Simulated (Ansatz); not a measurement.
System: hcp Mg. Method: r²SCAN+rVV10 (PAW; Ansatz, an electronic-structure program).

Numerical settings: plane-wave cutoff 560 eV, 18×18×12 k mesh (along the axes of the cell as run), Fermi–Dirac smearing 0.05 eV, scalar-relativistic PAW data made under PBE.

Energies at three volumes about the minimum:

| V (Å³/atom) | E − E_lowest (meV/atom) |
|---|---|
| 22.009 | 1.19 |
| 22.458 | 0.00 |
| 22.907 | 1.06 |

### Question
Fit a parabola by hand: where is the minimum, and what is the bulk modulus?

### Answer
Slopes: (0.00 − 1.19)/(22.458 − 22.009) = -2.650 and (1.06 − 0.00)/(22.907 − 22.458) = 2.361 meV/Å³. Curvature E″ = 2 × (2.361 − (-2.650))/(22.907 − 22.009) = 11.160 meV/Å⁶. From the middle of the first interval, the slope vanishes at V0 = 22.2335 − (-2.650)/11.160 = 22.471 Å³/atom. B = V0 E″ = 22.471 × 11.160 meV/Å³ × 0.1602 GPa per meV/Å³ = 40.2 GPa. The full Birch–Murnaghan fit to all volumes gives V0 = 22.463 Å³/atom and B0 = 40.0 GPa.

Shape and atoms are relaxed at each volume.

Measured, for comparison: bulk modulus 38.6 GPa (copied from a table, unchecked, extrapolated to 0 K and zero-point effects removed; as tabulated in Lejaeghere et al. (2013), arXiv:1204.2733). Computed (rounded) less measured: bulk modulus not scored (unchecked).

Note: the bulk modulus comes from volumes at which shape and atoms were relaxed.
